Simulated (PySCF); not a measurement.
Compound: vinyl phosphine, C2H5P.
Geometry (GFN2-xTB, Å), atoms numbered from 1 in this order:
```xyz
8
C2H5P angstrom
C      1.1916    0.1062    0.3167
C      0.2081   -0.3347   -0.4505
P     -1.5265   -0.5045    0.0630
H      2.2132    0.1344   -0.0264
H      1.0143    0.4568    1.3209
H      0.4094   -0.7082   -1.4478
H     -2.0213    0.4045   -0.8734
H     -1.4798    0.4549    1.0729
```

Level of theory: PySCF, TDDFT PBE0/def2-SVPD, vertical, gas phase, core orbitals frozen in the response.

Ground-to-excited transition dipoles (e·a0, same axes as the geometry; the sign carries no meaning), for the states with f of 0.002 or more among the lowest 7:

```json
{"state": "S1", "E (eV)": "5.923", "μx": "1.070", "μy": "0.106", "μz": "0.071"}
{"state": "S2", "E (eV)": "6.319", "μx": "-0.133", "μy": "-0.246", "μz": "-0.058"}
{"state": "S3", "E (eV)": "6.790", "μx": "0.096", "μy": "0.089", "μz": "0.402"}
{"state": "S4", "E (eV)": "7.131", "μx": "-0.512", "μy": "-0.340", "μz": "0.006"}
{"state": "S5", "E (eV)": "7.487", "μx": "-0.612", "μy": "-0.392", "μz": "-0.292"}
{"state": "S6", "E (eV)": "7.588", "μx": "0.174", "μy": "-0.478", "μz": "0.212"}
{"state": "S7", "E (eV)": "7.714", "μx": "-0.387", "μy": "0.124", "μz": "-0.296"}
```

(1) Work out the oscillator strengths.

(2) What angle do the transition dipoles of S4 and S5 make?

(3) What peak molar absorption coefficient would the strongest computed level give as a lone Gaussian band 0.4 eV wide at half height?

Results:

(1) f = (2/3) ΔE |μ|² with ΔE in hartree (27.2114 eV).

```tsv
state	|μ|² (au)	|μ| (D)	f
S1	1.160	2.74	0.168
S2	0.081	0.73	0.013
S3	0.178	1.07	0.030
S4	0.378	1.56	0.066
S5	0.613	1.99	0.112
S6	0.304	1.40	0.057
S7	0.253	1.28	0.048
```

(2) |cos θ| = |μa·μb| / (|μa| |μb|) = 0.92, so θ ≈ 22° (taken between 0 and 90°, since the signs are arbitrary).

(3) ε(max) = 2.175×10⁸ f / FWHM, with the width in cm⁻¹. S1: 2.175×10⁸ × 0.1684 / 3226 ≈ 11000 L mol⁻¹ cm⁻¹.

One conformer stands for the species.
